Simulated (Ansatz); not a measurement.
A run of Ansatz (development build ahead of 0.2.0) on singlet C2H4O2 at this shape:

```xyz
8

C     0.0000    0.0000    0.0000
O     0.0000    0.0000    1.2000
O     0.0000    1.0841   -0.7876
C     0.0000    2.3435   -0.0895
H     0.0000   -0.9712   -0.4949
H     0.0000    3.1599   -0.8118
H    -0.8898    2.4127    0.5362
H     0.8898    2.4127    0.5362
```

Its results:

```yaml
Converged: yes
Reference_energy: -227.61060 hartree
Correlation_energy: -0.63494 hartree
Total_energy: -228.24554 hartree
Spin_squared_of_the_determinant: 0.000
```

(1) Which input gives this output? Name the method, the orbitals and the basis set, and write the input.

Answers

(1) RHF-MP2 in def2-SVP. An unrestricted run that stays on the closed shell gives the same numbers.

```yaml
crystal:
  periodic: [false, false, false]
  atoms:
    - { symbol: C, position_ang: [0.0, 0.0, 0.0] }
    - { symbol: O, position_ang: [0.0, 0.0, 1.2] }
    - { symbol: O, position_ang: [0.0, 1.08408, -0.78763] }
    - { symbol: C, position_ang: [0.0, 2.34354, -0.08951] }
    - { symbol: H, position_ang: [0.0, -0.9712, -0.49485] }
    - { symbol: H, position_ang: [0.0, 3.1599, -0.81176] }
    - { symbol: H, position_ang: [-0.88982, 2.4127, 0.53622] }
    - { symbol: H, position_ang: [0.88982, 2.4127, 0.53622] }
basis:
  gaussian: { orbitals: def2-SVP }
hamiltonian:
  xc: hf
correlation:
  method: mp2
  frozen_orbitals: { C: 1, H: 0, O: 1 }
```
